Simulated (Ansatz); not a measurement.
# BS+ (triplet): from Hartree-Fock to the top rungs, def2-TZVPP

One table from this session's results is given with a row withheld; the runs are named, their logs left out.

The runs use Ansatz 0.2.0, Gaussian basis; def2-TZVPP, core rule «outside noble gas», up to 6 orbitals frozen.

Plan: UHF; ROHF; CCSD(T) on UHF.

### The geometry

The geometry is a PBE0/def2-TZVP stationary point (not a proven minimum) of the parent state, kept for this charge and spin.

2 atoms, charge 1, spin multiplicity 3.

Atoms are counted from 1 here; the program's logs count them from 0.

Bond lengths: B1–S2 1.790 Å.

The first run:

in.yaml reads:

```yaml
crystal:
  periodic: [false, false, false]
  atoms:
    - {symbol: B, position_ang: [0.000000, 0.000000, 0.000000]}
    - {symbol: S, position_ang: [0.000000, 0.000000, 1.789500]}
basis:
  gaussian: {orbitals: def2-TZVPP}
total_charge: 1
magnetization: {spin_polarized: true, initial_magnetization: 2}
hamiltonian: {xc: hf}
output: {orbitals: {seedname: orbitals}}
```

Run with:

```
> ansatz run in.yaml --threads 1 --pin off --events-out ev --progress --plain --max-ram 4096MiB --backend cpu
```

Among the steps run: UHF; ROHF; CCSD(T) on UHF.

One table of the session follows, with a row left open; its other results are not shown here.

It belongs to the step «Misses and costs». 

| method | from UCCSD(T) (kcal/mol) |
| --- | --- |
| ROHF | +140.33 |
| UHF | +136.77 |
| UMP2 | ? |
| UCCSD | +7.47 |
| UCCSD(T) | 0 |

**Question.** Estimate the row for UMP2.

**Answer.** from UCCSD(T) (kcal/mol): +25.30. In the column «from UCCSD(T) (kcal/mol)» it lies between UCCSD (+7.47) and UHF (+136.77).
